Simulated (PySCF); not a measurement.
Gas-phase reaction: 3 Al(CH₃)₃ + C₆H₆ = 3 AlCH₃ + 3 C₄H₈ (cyclic)

Computed with PySCF and rigid-rotor harmonic-oscillator thermochemistry at 1 bar. † marks an energy on the PBE0/def2-TZVP geometry and frequencies; other levels use their own. CCSD(T) freezes the core. 6-31G* has spherical d functions here. All species are closed-shell singlets. B3LYP is the form with VWN-RPA correlation. AlCH₃: computed as isolated molecules; such fragments, hydroxides, amides, oligomers or adducts are transient or little studied in the gas. CCSD(T) isn't extrapolated to the basis-set limit.

CCSD(T)/def2-SVP† gives ΔH°(298 K) = 615 kJ.

Task: What do B3LYP/6-31G*, PBE0/def2-SVP†, ωB97M-V/def2-TZVP† give?

Result: B3LYP/6-31G*: 647 kJ; PBE0/def2-SVP†: 669 kJ; ωB97M-V/def2-TZVP†: 704 kJ. For scale, ΔH°(298 K) is 615 kJ at this level, 704 kJ at ωB97M-V/def2-TZVP†, and runs from 614 to 800 kJ over the 17 levels computed.
